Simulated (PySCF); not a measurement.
N₂⁺: one state, many levels of theory

State: ²Σg⁺ (doublet), unpaired electrons σ ↑. Set-up: N 6-311G(d,p); no relativity (PySCF 2.14). De refers to N⁺ + N in their high-spin ground configurations, without counterpoise correction. The functionals are run spin-unrestricted.

```
      Level  Re (Å)  ωe (cm⁻¹)  De (eV)
        UHF   1.087       2549     2.97
    UHF-MP2   1.139       2086     8.83
UHF-SCS-MP2   1.136       2111     8.56
   UHF-CCSD   1.121       2258     7.48
UHF-CCSD(T)   1.129       2186     7.99
        LDA   1.110       2325    10.81
        PBE   1.118       2271     9.79
       TPSS   1.117       2271     8.99
     r²SCAN   1.111       2330     8.58
    r²SCANh   1.107       2364     8.20
       PBE0   1.106       2379     8.55
```

(1) Which functional lies closest to UHF-CCSD(T) in De, which farthest, and by how much do they differ from it?

(2) What does a quarter of exact exchange do here, going from PBE to PBE0?

(3) What does the step from GGA to meta-GGA do here, going from PBE to r²SCAN?

Correlated steps freeze 2 core orbitals. The state was picked by a PBE0 search and need not be the measured ground state.

Results:

(1) Closest is r²SCANh (-2.2 pm in Re, +8.1 % in ωe, +0.21 eV in De against UHF-CCSD(T) in the same basis), farthest LDA (-1.9 pm in Re, +6.4 % in ωe, +2.82 eV in De). CCSD(T) converges more slowly with the basis than the functionals do and binds too weakly in this one, so the order can change at the basis-set limit.

(2) PBE0 less PBE: -1.2 pm in Re, +4.8 % in ωe, -1.24 eV in De. Exact exchange removes part of the self-interaction that spreads semilocal densities, and in most molecules shortens and stiffens the bond and lowers De; so it does here.

(3) r²SCAN less PBE: -0.7 pm in Re, +2.6 % in ωe, -1.21 eV in De.
